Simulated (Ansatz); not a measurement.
Cl–Al–GaH, triplet: the ladder up to UCCSDT(Q)

Geometry: a PBE0/def2-TZVP stationary point for this spin, not checked as a minimum.

```xyz
4

Cl    0.0000   -0.2241    2.6351
Al    0.0000    0.5840    0.6943
Ga    0.0000   -0.1160   -1.5641
H     0.0000    0.2730   -3.0821
```

Basis cc-pVDZ; Ansatz 0.2.0. Correlated methods freeze the noble-gas cores and the filled d shells of p-block atoms, which leaves 14 electrons in 44 orbitals. R marks a restricted (for open shells ROHF) determinant, U an unrestricted one. No spin–orbit coupling is included, and no scalar relativity.

Full CI isn't at hand for all of this; UCCSDT(Q) serves as the reference, and is uncertain by the last step of the cluster series or more.

The UHF ⟨S²⟩ is 2.048, the T1 diagnostic (RCCSD) is 0.0286 and the largest doubles amplitude (RCCSD) is 0.072. The T1 diagnostic (UCCSD) is 0.0220.

From what is known of these methods and the diagnostics, rank them by the size of their error in total energy against UCCSDT(Q) in cc-pVDZ, smallest first (an estimate: the text doesn't fix the numbers).
A. UHF
B. UCCSD
C. UMP2
D. UCCSD(T)
E. UCCSDT

E (0.62 mEh), D (2.09 mEh), B (9.36 mEh), C (44.25 mEh), A (266.73 mEh).

All errors are against UCCSDT(Q) in cc-pVDZ. Within each family the higher level lies nearer, as is usual though not guaranteed.
